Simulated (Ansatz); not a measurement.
# Tin, alpha-Sn (diamond): convergence with cold smearing

Computed with Ansatz, LDA, scalar-relativistic PAW, on the relaxed cell (a = 6.476 Å; spin not included). Errors count from a run at 420 eV on a Γ-centred 14×14×14 mesh with Fermi-Dirac smearing of 0.1 eV, extrapolated to zero width. Fixed here: cutoff 420 eV, mesh 9×9×9. The SCF starts from atomic densities corrected by a trained network.

```tsv
width (eV)	E(σ→0) error (meV/atom)	F error (meV/atom)	P (GPa)	SCF iterations
0.03	2.9	2.9	-0.11	5
0.1	3.0	3.0	-0.06	6
0.2	2.9	2.7	-0.03	6
0.3	2.4	2.7	-0.04	6
0.6	-1.1	9.0	-0.20	6
1.0	3.8	45.2	-0.51	6
```

Task: What does the run at 0.01 give (width)?

Result: E(σ→0) error (meV/atom): 2.9; F error (meV/atom): 2.9; P (GPa): -0.09; SCF iterations: 5.
